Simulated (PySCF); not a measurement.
Basis-set dependence of population analyses: `CP(C)(C)=O`

C3H9OP.
Numbering: `[CH3:1][P:2]([CH3:3])([CH3:4])=[O:5]` (hydrogens: H6, H7, H8 on C1; H9, H10, H11 on C3; H12, H13, H14 on C4)

PBE0 throughout (PySCF), one geometry, spherical d and f functions. Isolated species at its PBE0-D3(BJ)/def2-SVP geometry, gas phase. Atoms taken as equivalent share a column and are averaged.

Mulliken charges (e):

```json
{"basis": "pcSseg-0", "functions": "67", "C1/C3/C4": "-1.033", "P2": "+1.417", "O5": "-0.784", "H6 (×9)": "+0.274"}
{"basis": "cc-pVDZ", "functions": "119", "C1/C3/C4": "-0.234", "P2": "+0.504", "O5": "-0.487", "H6 (×9)": "+0.076"}
{"basis": "aug-cc-pVDZ", "functions": "200", "C1/C3/C4": "+0.528", "P2": "+0.965", "O5": "-1.026", "H6 (×9)": "-0.169"}
{"basis": "IGLO-III", "functions": "274", "C1/C3/C4": "-0.552", "P2": "+0.991", "O5": "-0.665", "H6 (×9)": "+0.148"}
{"basis": "cc-pVTZ", "functions": "280", "C1/C3/C4": "-0.358", "P2": "+0.566", "O5": "-0.505", "H6 (×9)": "+0.113"}
{"basis": "pcSseg-2", "functions": "313", "C1/C3/C4": "-0.190", "P2": "+0.697", "O5": "-0.624", "H6 (×9)": "+0.055"}
```

IAO charges (e):

| basis | functions | C1/C3/C4 | P2 | O5 | H6 (×9) |
| --- | --- | --- | --- | --- | --- |
| pcSseg-0 | 67 | -0.687 | +1.356 | -0.842 | +0.172 |
| cc-pVDZ | 119 | -0.686 | +1.519 | -0.908 | +0.161 |
| aug-cc-pVDZ | 200 | -0.693 | +1.530 | -0.941 | +0.166 |
| IGLO-III | 274 | -0.710 | +1.583 | -0.957 | +0.167 |
| cc-pVTZ | 280 | -0.708 | +1.567 | -0.946 | +0.167 |
| pcSseg-2 | 313 | -0.710 | +1.582 | -0.956 | +0.167 |

Hirshfeld charges (e):

```tsv
basis	functions	C1/C3/C4	P2	O5	H6 (×9)
pcSseg-0	67	-0.156	+0.498	-0.449	+0.046
cc-pVDZ	119	-0.157	+0.425	-0.415	+0.051
aug-cc-pVDZ	200	-0.169	+0.426	-0.428	+0.056
IGLO-III	274	-0.166	+0.421	-0.423	+0.056
cc-pVTZ	280	-0.165	+0.418	-0.423	+0.056
pcSseg-2	313	-0.169	+0.420	-0.426	+0.057
```

Some averages cover members that differ in this geometry, most widely: H6 (×9), Mulliken in aug-cc-pVDZ -0.183 to -0.144; H6 (×9), Mulliken in IGLO-III +0.130 to +0.158; H6 (×9), Mulliken in pcSseg-0 +0.255 to +0.283 e.

Which scheme is steadiest as the basis changes?

Largest range over the bases for any column: Hirshfeld 0.08 e, IAO 0.23 e, Mulliken 1.56 e. Hirshfeld charges move least and Mulliken charges most, counted in e.

How much do the charges still move between the two largest bases, cc-pVTZ and pcSseg-2?

At most, over all atoms: Mulliken 0.168 e, IAO 0.015 e, Hirshfeld 0.004 e.

What do the same runs give for the total energy, the frontier levels and the dipole moment?

```csv
basis,energy (Eh),HOMO (eV),LUMO (eV),μ (D)
pcSseg-0,-535.0765,-7.06,1.45,4.39
cc-pVDZ,-535.9880,-7.06,1.30,4.08
aug-cc-pVDZ,-536.0119,-7.40,-0.36,4.49
IGLO-III,-536.1039,-7.49,0.31,4.41
cc-pVTZ,-536.0905,-7.38,0.71,4.30
pcSseg-2,-536.1072,-7.51,0.16,4.51
```

The dipole is fixed by the density alone, so its range of 0.43 D shows that the density itself changes with the basis, not only its division among atoms.
